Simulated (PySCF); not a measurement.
Working out the ionisation energy of B

B [He] 2s2 2p1 (2P) → B⁺ [He] 2s2 (1S). Calculation: PySCF 2.14, in x2c-TZVPPall (5s3p2d1f, 31 functions); scalar relativity by spin-free X2C-1e. Frozen: nothing. Energies in hartree (1 hartree = 27.21139 eV):

| part | B (lower) | B⁺ (upper) |
| --- | --- | --- |
| UHF | -24.539064 | -24.243658 |
| CCSD correlation | -0.080121 | -0.074673 |
| (T) | -0.001492 | -0.000255 |

Q: What does Hartree-Fock give?

A: (-24.243658) − (-24.539064) = 0.295406 hartree = 8.038 eV.

Q: What do CCSD and CCSD(T) give?

A: The CCSD correlation energies differ by 0.005448 hartree = 0.148 eV and the triples by 0.001237 hartree = 0.034 eV, so CCSD gives 8.186 eV and CCSD(T) 8.220 eV.

Measured between the centres of the two terms (NIST): 8.297 eV, so CCSD(T) (valence and next inner shell) is off by -0.077 eV.

What remains against the reference includes basis incompleteness and higher excitations.
